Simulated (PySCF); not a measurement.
# Gas-phase XPS of `FP(F)F`, computed

PF₃.
SMILES with atom numbers: `[F:1][P:2]([F:3])[F:4]`

Geometry (PBE0-D3(BJ)/def2-SVP, Å), atoms numbered from 1 in this order:
```
atom  x, y, z in Å
F1    -0.827   -1.065   -0.378
P2     0.018   -0.107    0.579
F3     1.379   -0.138   -0.253
F4    -0.532    1.282    0.017
```

Computed, not measured: delta-SCF UKS SCAN, pcX-2 on the ionised atom, pcseg-1 elsewhere, spin-free X2C in PySCF 2.14.0. Binding energies are ΔSCF values: E(core-ionised, relaxed orbitals) − E(ground state) at a fixed geometry, referred to the vacuum level.

Task: Give the core binding energies atom by atom.

Result: 
```tsv
atom(s)	environment	level	binding energy (eV)	count
P2	three-coordinate phosphorus	P 1s	2156.05	1
F1/F3/F4	phosphorus-bound fluorine	F 1s	693.87	3
```

Task: Which effective nuclear charge Zeff reproduces each element's mean 1s value in the hydrogen-like formula E = 13.606 eV × Zeff²?

Result: F (Z = 9): mean 693.9 eV, Zeff = 7.14, Z − Zeff = 1.86; P (Z = 15): mean 2156.0 eV, Zeff = 12.59, Z − Zeff = 2.41. Means run over the listed sites, weighted by atom count.

Atoms equivalent by their bonding share one computed value, that of the first of them. Not every level is listed. Isolated species at its PBE0-D3(BJ)/def2-SVP geometry, gas phase.
